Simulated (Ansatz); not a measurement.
```xyz
11

C    -0.9161   -0.8453    0.4282
N    -0.1915    0.2738   -0.1624
C    -0.4863    1.4995    0.2721
N    -0.7736    2.5631    0.6191
C     1.1136    0.0417   -0.6681
F     2.0187   -0.2348    0.3412
H    -1.9663   -0.5763    0.5290
H    -0.5165   -1.1186    1.4078
H    -0.8356   -1.7004   -0.2442
H     1.0915   -0.8309   -1.3246
H     1.4622    0.9282   -1.1982
```

The species carries charge 0 and has multiplicity 1.

Task: List the ωB97M-V/def2-TZVPP orbital energies in eV (the Gaussian-basis code of Ansatz). (An estimate is asked.)

Result: Ansatz gave: Occupied: -677.76, -396.77, -394.55, -285.12, -283.24, -283.12, -36.82, -30.83, -27.86, -23.98, -22.84, -19.07, -17.75, -17.69, -16.31, -15.59, -14.80, -13.89, -13.35, -13.07, -12.88, -11.98, -10.02. Lowest empty: 2.34, 2.84, 3.27, 3.57, 3.68, 4.06, 4.31, 4.90.
